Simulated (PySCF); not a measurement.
# The bond of ClF−, level by level

An exercise on one series of results from a longer session: the logs are not shown, and one member is left open.

Computed with PySCF 2.14.0. Level: Cl aug-pcseg-1, F aug-pcseg-1, no relativity.

1 further run of the same task is left out (set aside as unsound or not needed).

The first run:

The job is set up so:

```
atoms                         : Cl, F
charge                        : -1
basis                         : Cl aug-pcseg-1, F aug-pcseg-1
Hamiltonian                   : no relativity
basis functions               : 50
electrons treated             : 27
masses in u                   : 34.9689, 18.9984
levels                        : PBE0, PBE, r²SCAN, TPSS, BP86, PBEsol, LC-ωPBE, HF, MP2, SCS-MP2, CCSD, CCSD(T)
grid                          : 80 radial by 434 angular points
occupations                   : held fixed by the projection of orbital angular momentum
dissociation limit            : Cl− + F, each in its ground configuration
starting distance in angstrom : 1.685
values of 2S to try           : 1, 3
```

Run with:

```
OMP_NUM_THREADS=1 python dia.py task.json out
```

Among the steps run: Input; PBE0 along the bond; PBE; r²SCAN (meta-GGA); TPSS (meta-GGA); BP86 (GGA); PBEsol; LC-ωPBE; UHF (mean field); Adding correlation.

One table of the session follows, with a row left open; its other results are not shown here.

| level | Re (Å) | ωe (cm⁻¹) | De (eV) |
| --- | --- | --- | --- |
| UHF-CCSD | ? | ? | ? |
| UHF-CCSD(T) | 2.206 | 369 | 1.30 |
| PBE | 2.302 | 271.4 | 2.11 |
| PBEsol | 2.248 | 301 | 2.27 |
| BP86 | 2.305 | 270.2 | 2.06 |
| TPSS | 2.298 | 277.4 | 1.93 |
| r²SCAN | 2.277 | 292.1 | 1.79 |
| PBE0 | 2.236 | 318 | 1.60 |
| LC-ωPBE | 2.192 | 363 | 1.55 |

Q: Estimate the row for UHF-CCSD from the others.

The run gave: Re (Å): 2.194; ωe (cm⁻¹): 390; De (eV): 1.21. In the column «Re (Å)» it lies between LC-ωPBE (2.192) and UHF-CCSD(T) (2.206).

De is counted to Cl− + F in their ground configurations. A positive dipole points from Cl to F; in an ion it is taken about the centre of mass and does not tell which atom is negative. No constants: UHF (no minimum is bracketed among the points kept); UHF-MP2 (the points don't follow one smooth fit); UHF-SCS-MP2 (the points don't follow one smooth fit).

Time per point (s) on 1 thread of AMD EPYC 7R43, shared host (CPU time, shared integrals of 0.07 s apart; correlated levels include their reference; CCSD comes with the CCSD(T) run); the times are rough: UHF-CCSD(T) 4.5, PBE 0.48, PBEsol 0.44, BP86 0.36, TPSS 0.63, r²SCAN 0.83, PBE0 0.77, LC-ωPBE 0.66.

To keep in mind: Lowest PBE0 solution found, without spin–orbit coupling: ²Σ⁺ (doublet), unpaired electrons σ ↑. T1 is 0.040 near the minimum (highest on the curve 0.097), which may point to more than one leading configuration. Warnings in the runs' records: inverted.
